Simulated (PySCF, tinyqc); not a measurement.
RKS/BP86 in the sto-3g basis, for CH2, spin multiplicity 1, step by step. The lowest restricted solution is unstable here: a spin-polarised one lies 0.0165 hartree lower (PySCF). One step of it, computed by the program tinyqc.

Question. Iteration 2: building the Kohn-Sham matrix. J_ij = sum D_kl (ij|kl); F = H + J + V_xc; E = tr D H + tr D J / 2 + E_xc + E_nn.

D after iteration 1, lower triangle:
```
            1C 1s      1C 2s    1C 2px     1C 2py    1C 2pz     2H 1s     3H 1s
1C 1s    2.141352
1C 2s   -0.587676   2.473313
1C 2px   0.000000   0.000000  0.000000
1C 2py   0.000000   0.000000  0.000000   0.027142
1C 2pz  -0.032812   0.123701  0.000000   0.000000  0.013708
2H 1s    0.108562  -0.627093  0.000000   0.158573  0.053284  2.038184
3H 1s    0.108562  -0.627093  0.000000  -0.158573  0.053284  0.185291  2.038184
```

core Hamiltonian H = T + V (hartree), lower triangle:
```
             1C 1s      1C 2s     1C 2px     1C 2py     1C 2pz      2H 1s      3H 1s
1C 1s   -18.437593
1C 2s    -4.446005  -5.391722
1C 2px    0.000000   0.000000  -4.307339
1C 2py    0.000000   0.000000   0.000000  -4.398795
1C 2pz   -0.006847  -0.078473   0.000000   0.000000  -4.326598
2H 1s    -0.383826  -1.126969   0.000000  -0.983820  -0.460070  -2.674270
3H 1s    -0.383826  -1.126969   0.000000   0.983820  -0.460070  -0.109854  -2.674270
```

Two-electron integrals (ij|kl) in chemists' order, unique and non-zero (hartree):
```
(11|11) 3.541948    (21|11) 0.576921    (21|21) 0.111888    (22|11) 0.854682
(22|21) 0.205284    (22|22) 0.624709    (31|31) 0.020296    (32|31) 0.030858
(32|32) 0.137996    (33|11) 0.852436    (33|21) 0.205335    (33|22) 0.624568
(33|33) 0.672833    (41|41) 0.020296    (42|41) 0.030858    (42|42) 0.137996
(43|43) 0.036269    (44|11) 0.852436    (44|21) 0.205335    (44|22) 0.624568
(44|33) 0.600295    (44|44) 0.672833    (51|51) 0.020296    (52|51) 0.030858
(52|52) 0.137996    (53|53) 0.036269    (54|54) 0.036269    (55|11) 0.852436
(55|21) 0.205335    (55|22) 0.624568    (55|33) 0.600295    (55|44) 0.600295
(55|55) 0.672833    (61|11) 0.049465    (61|21) 0.009540    (61|22) 0.017494
(61|33) 0.017445    (61|41) 0.000493    (61|42) 0.000933    (61|44) 0.017572
(61|51) 0.000226    (61|52) 0.000428    (61|54) 0.000058    (61|55) 0.017472
(61|61) 0.000829    (62|11) 0.149852    (62|21) 0.036628    (62|22) 0.127117
(62|33) 0.123873    (62|41) 0.003100    (62|42) 0.023824    (62|44) 0.131802
(62|51) 0.001422    (62|52) 0.010933    (62|54) 0.003639    (62|55) 0.125542
(62|61) 0.003254    (62|62) 0.038249    (63|31) 0.003276    (63|32) 0.018529
(63|43) 0.004343    (63|53) 0.001993    (63|63) 0.004009    (64|11) 0.129635
(64|21) 0.032041    (64|22) 0.117848    (64|33) 0.112266    (64|41) 0.005509
(64|42) 0.038109    (64|44) 0.127496    (64|51) 0.001025    (64|52) 0.008985
(64|54) 0.004996    (64|55) 0.113644    (64|61) 0.002939    (64|62) 0.041887
(64|64) 0.049044    (65|11) 0.059488    (65|21) 0.014703    (65|22) 0.054079
(65|33) 0.051518    (65|41) 0.001025    (65|42) 0.008985    (65|44) 0.054521
(65|51) 0.003746    (65|52) 0.022652    (65|54) 0.005721    (65|55) 0.056136
(65|61) 0.001349    (65|62) 0.019222    (65|64) 0.020666    (65|65) 0.013492
(66|11) 0.336876    (66|21) 0.083612    (66|22) 0.331470    (66|33) 0.316615
(66|41) 0.007241    (66|42) 0.077969    (66|44) 0.353059    (66|51) 0.003323
(66|52) 0.035779    (66|54) 0.016724    (66|55) 0.324289    (66|61) 0.007454
(66|62) 0.139037    (66|64) 0.167006    (66|65) 0.076637    (66|66) 0.774606
(71|11) 0.049465    (71|21) 0.009540    (71|22) 0.017494    (71|33) 0.017445
(71|41) -0.000493   (71|42) -0.000933   (71|44) 0.017572    (71|51) 0.000226
(71|52) 0.000428    (71|54) -0.000058   (71|55) 0.017472    (71|61) 0.000804
(71|62) 0.003046    (71|64) 0.002579    (71|65) 0.001270    (71|66) 0.006951
(71|71) 0.000829    (72|11) 0.149852    (72|21) 0.036628    (72|22) 0.127117
(72|33) 0.123873    (72|41) -0.003100   (72|42) -0.023824   (72|44) 0.131802
(72|51) 0.001422    (72|52) 0.010933    (72|54) -0.003639   (72|55) 0.125542
(72|61) 0.003046    (72|62) 0.023787    (72|64) 0.019784    (72|65) 0.011672
(72|66) 0.063800    (72|71) 0.003254    (72|72) 0.038249    (73|31) 0.003276
(73|32) 0.018529    (73|43) -0.004343   (73|53) 0.001993    (73|63) 0.002220
(73|73) 0.004009    (74|11) -0.129635   (74|21) -0.032041   (74|22) -0.117848
(74|33) -0.112266   (74|41) 0.005509    (74|42) 0.038109    (74|44) -0.127496
(74|51) -0.001025   (74|52) -0.008985   (74|54) 0.004996    (74|55) -0.113644
(74|61) -0.002579   (74|62) -0.019784   (74|64) -0.014975   (74|65) -0.009583
(74|66) -0.053028   (74|71) -0.002939   (74|72) -0.041887   (74|74) 0.049044
(75|11) 0.059488    (75|21) 0.014703    (75|22) 0.054079    (75|33) 0.051518
(75|41) -0.001025   (75|42) -0.008985   (75|44) 0.054521    (75|51) 0.003746
(75|52) 0.022652    (75|54) -0.005721   (75|55) 0.056136    (75|61) 0.001270
(75|62) 0.011672    (75|64) 0.009583    (75|65) 0.007822    (75|66) 0.032617
(75|71) 0.001349    (75|72) 0.019222    (75|74) -0.020666   (75|75) 0.013492
(76|11) 0.013461    (76|21) 0.003297    (76|22) 0.011713    (76|33) 0.011451
(76|44) 0.011766    (76|51) 0.000232    (76|52) 0.001867    (76|55) 0.011909
(76|61) 0.000285    (76|62) 0.002921    (76|64) 0.002822    (76|65) 0.001634
(76|66) 0.009405    (76|71) 0.000285    (76|72) 0.002921    (76|74) -0.002822
(76|75) 0.001634    (76|76) 0.000295    (77|11) 0.336876    (77|21) 0.083612
(77|22) 0.331470    (77|33) 0.316615    (77|41) -0.007241   (77|42) -0.077969
(77|44) 0.353059    (77|51) 0.003323    (77|52) 0.035779    (77|54) -0.016724
(77|55) 0.324289    (77|61) 0.006951    (77|62) 0.063800    (77|64) 0.053028
(77|65) 0.032617    (77|66) 0.185917    (77|71) 0.007454    (77|72) 0.139037
(77|74) -0.167006   (77|75) 0.076637    (77|76) 0.009405    (77|77) 0.774606
```

nuclear repulsion = 4.24177686 hartree

V_xc (hartree), lower triangle:
```
            1C 1s      1C 2s     1C 2px     1C 2py     1C 2pz      2H 1s      3H 1s
1C 1s   -2.287986
1C 2s   -0.304524  -0.469854
1C 2px   0.000000   0.000000  -0.454465
1C 2py   0.000000   0.000000   0.000000  -0.478771
1C 2pz  -0.001712  -0.019871   0.000000   0.000000  -0.459395
2H 1s   -0.026467  -0.112221   0.000000  -0.116004  -0.054907  -0.527298
3H 1s   -0.026467  -0.112221   0.000000   0.116004  -0.054907  -0.009378  -0.527298
```

E_xc = sum of w rho eps_xc = -6.03013181 hartree

Give: Coulomb J; Kohn-Sham matrix F; total energy of this density.

Answer.

Coulomb J (hartree), lower triangle:
```
          1C 1s   1C 2s  1C 2px   1C 2py  1C 2pz   2H 1s   3H 1s
1C 1s   10.1739
1C 2s    1.8978  4.2901
1C 2px   0.0000  0.0000  4.2272
1C 2py   0.0000  0.0000  0.0000   4.3683
1C 2pz   0.0179  0.1619  0.0000   0.0000  4.2574
2H 1s    0.1627  0.9611  0.0000   0.9355  0.4484  3.2570
3H 1s    0.1627  0.9611  0.0000  -0.9355  0.4484  0.0882  3.2570
```

Kohn-Sham matrix F (hartree), lower triangle:
```
           1C 1s    1C 2s   1C 2px   1C 2py   1C 2pz    2H 1s   3H 1s
1C 1s   -10.5517
1C 2s    -2.8527  -1.5715
1C 2px    0.0000   0.0000  -0.5346
1C 2py    0.0000   0.0000   0.0000  -0.5092
1C 2pz    0.0094   0.0636   0.0000   0.0000  -0.5286
2H 1s    -0.2476  -0.2781   0.0000  -0.1643  -0.0665   0.0554
3H 1s    -0.2476  -0.2781   0.0000   0.1643  -0.0665  -0.0310  0.0554
```

total energy of this density = -37.561134 hartree
